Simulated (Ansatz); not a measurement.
## ZrVOs₃: from a trial structure to a relaxed crystal

Method: DFT r2SCAN, scalar-relativistic, plane waves, PAW (Ansatz 0.2.0). Cutoff 500 eV, Γ-centred k mesh, Gaussian smearing, no spin polarisation in the final step.

ZrVOs₃ was placed on the cubic perovskite structure type (Pm-3m, No. 221), with Zr in place of Sr, V in place of Ti, Os in place of O, at a guessed volume.

```yaml
crystal:
  lattice:
    - [4.03070, 0.00000, 0.00000]
    - [0.00000, 4.03070, 0.00000]
    - [0.00000, 0.00000, 4.03070]
  atoms:
    - { symbol: Zr, position: [0.00000, 0.00000, 0.00000] }
    - { symbol: V, position: [0.50000, 0.50000, 0.50000] }
    - { symbol: Os, position: [0.00000, 0.50000, 0.50000] }
    - { symbol: Os, position: [0.50000, 0.00000, 0.50000] }
    - { symbol: Os, position: [0.50000, 0.50000, 0.00000] }
```

Steps on the 4×4×4 mesh (5 atoms). 6 of 6 steps are shown, and the free energy counts from the last. Trial steps that were taken back and renewals of the plane-wave basis can be among the rows.

```tsv
step	ΔF (meV/atom)	V (Å³/atom)	P (GPa)
1	1255.3	13.10	116.70
2	298.8	15.11	43.97
3	38.8	16.65	12.77
4	5.7	17.37	2.44
5	4.4	17.57	-0.01
6	0.0	17.57	0.01
```

A final relaxation ran on a 8×8×8 mesh. The relaxed crystal, Pm-3m (No. 221):

Space group Pm-3m (No. 221). a = 4.445 Å, b = 4.445 Å, c = 4.445 Å, α = 90.00°, β = 90.00°, γ = 90.00°
```json
{"atom": "Zr", "site": "1a", "symmetry": "m-3m", "x": "0.0000", "y": "0.0000", "z": "0.0000"}
{"atom": "V", "site": "1b", "symmetry": "m-3m", "x": "0.5000", "y": "0.5000", "z": "0.5000"}
{"atom": "Os", "site": "3c", "symmetry": "4/mm.m", "x": "0.0000", "y": "0.5000", "z": "0.5000"}
```

```yaml
Volume_per_atom: 17.56 Å³
Density: 13.48 g/cm³
Energy_over_the_elements: 0.86 eV/atom
Gap_on_the_8×8×8_mesh: 0 eV (a metal)
```

Formation energies are uncorrected and refer to the elements' standard structures at the same level.

The final run used a 8×8×8 mesh on its 5-atom cell and 0.10 eV smearing. For metals, differences of a few meV/atom aren't resolved. Spin–orbit coupling is left out.

A structure relaxed within its symmetry needn't be a true minimum.

Cost: 3 runs of about 2.5 core-minutes in all, on Arm Neoverse V2 (shared hosts).